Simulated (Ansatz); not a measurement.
**Elastic constant C11 of some fcc solids**

Method: PBEsol (Ansatz, a quantum-chemistry and plane-wave program, PAW). References are measured values at low temperature.

Values in GPa.

```tsv
solid	reference	PBEsol	error (%)
fcc Ni	261	326	+25
fcc Pt	358	357	-0.3
fcc Au	202¶	196	-3.0
fcc Al	114	112	-1.8
fcc Ag	131	145	+10.7
fcc Cu	176¶	211	+19.9
fcc Pd	234¶	243	+3.8
```

Over these 7 solids the mean error is +7.8 %, the mean absolute error 9.2 % (median 3.8 %), and the worst case fcc Ni at +25 %; the value is above the reference in 4 of 7 cases.

All these references are low-temperature values that still hold zero-point motion.

Spin–orbit coupling is left out, also for the solids with elements from indium on (fcc Pt, fcc Au); its size isn't shown.

¶ marks references of a special kind: fcc Au, 202 GPa (measured, 0 K, extrapolated to 0 K; zero-point effects included; as tabulated in Malica and Corso (2021), arXiv:2109.00459); fcc Cu, 176 GPa (measured, 0 K, extrapolated to 0 K; zero-point effects included; as tabulated in Malica and Corso (2021), arXiv:2109.00459); fcc Pd, 234 GPa (measured, 0 K, extrapolated to 0 K; zero-point effects included; as tabulated in Malica and Corso (2021), arXiv:2109.00459).

Differences are worked out from the printed values.

Each level is taken at its own relaxed cell. Ansatz's density-functional and Hartree–Fock values are scalar-relativistic unless marked +SOC, with PAW data made under PBE.

Ansatz's runs of these crystals have no spin polarisation, but for fcc Ni.

Density-functional runs with spin start from parallel moments for fcc Ni.

Not in this set, of the fcc solids with a reference value in our tables and a result at some level: 4 for a reference at room or unstated temperature. These can be a level's best or worst cases. Solids without a released value at any level aren't counted. L1₀ solids are left out, as their cells have other axes than the references. Layered and molecular crystals are counted apart. The metals Ce to Yb are counted apart.

References as tabulated in Li et al. (2021), arXiv:2102.01972; Malica and Corso (2021), arXiv:2109.00459.
